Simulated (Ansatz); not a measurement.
**C–O–SiH⁺, triplet: the ladder up to UCCSDT(Q)**

Geometry: that of the C–O–SiH, quartet, kept fixed.

| atom | x (Å) | y (Å) | z (Å) |
| --- | --- | --- | --- |
| C | 0.0000 | 0.3330 | 1.7224 |
| O | 0.0000 | -0.3122 | 0.6305 |
| Si | 0.0000 | -0.0152 | -1.0422 |
| H | 0.0000 | 1.4114 | -1.4926 |

Basis cc-pVDZ; Ansatz 0.2.0. Correlated methods freeze the noble-gas cores, which leaves 14 electrons in 44 orbitals. R marks a restricted (for open shells ROHF) determinant, U an unrestricted one. Active spaces: frontier = (10e, 10o) about the gap.

Full CI isn't at hand for all of this; UCCSDT(Q) serves as the reference, and is uncertain by the last step of the cluster series or more. The frozen core follows each run's orbitals, which can shift R against U totals by a few meV.

For open shells CISD is restricted-active-space CI with the open shells as a complete middle space.

The UHF ⟨S²⟩ is 2.020 and the T1 diagnostic (RCCSD) is 0.0411. The largest doubles amplitude (RCCSD) is 0.056. The T1 diagnostic (UCCSD) is 0.0327.

```tsv
level	E − E(UCCSDT(Q)) (meV)	share of correlation (%)	wall time
RHF	10453	0.00	–
UHF	10381	0.69	–
RMP2	1248	88.06	–
UMP2	1230	88.23	–
CISD	1500	85.65	7 s
RCCSD	495	95.27	–
UCCSD	487	95.34	–
RCCSD(T)	76	99.28	9 s
UCCSD(T)	77	99.27	11 s
BCCD(T)	68	99.35	4.8 s
RCCSDT	40	99.62	–
UCCSDT	40	99.62	–
RCCSDT(Q)	16	99.85	79 s
CASSCF (frontier space)	6632	36.56	–
NEVPT2 (frontier space)	1532	85.34	28 s
```

The correlation energy at UCCSDT(Q), counted from RHF, is -10.453 eV. That run took 70 s on 1 thread of Arm Neoverse V2, shared host.

Times hold each run's SCF and search for its determinant on a shared host, so for small cases they say little of a method's own cost; they ran on 1 thread of Arm Neoverse V2. Some runs computed forces too.
